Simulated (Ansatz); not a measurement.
Cartesian coordinates in Å:
```
C -0.723 1.743 0.962
C -0.212 0.888 0.288
C 0.408 -0.091 -0.529
C 0.264 -1.405 -0.362
H -1.180 2.493 1.564
H 1.034 0.286 -1.334
H 0.764 -2.104 -1.020
H -0.354 -1.810 0.431
```

The species carries charge 0 and has multiplicity 1.

Task: List the PBE0/def2-TZVPP orbital energies in eV (Ansatz). (An estimate is asked.)

Result: The calculation gave: Occupied: -279.04, -278.57, -278.47, -278.23, -22.76, -20.71, -17.50, -14.95, -13.94, -12.72, -10.83, -9.77, -8.07, -7.20. Lowest empty: -0.99, 0.91, 2.31, 2.42, 2.62, 2.83, 3.27, 4.26.
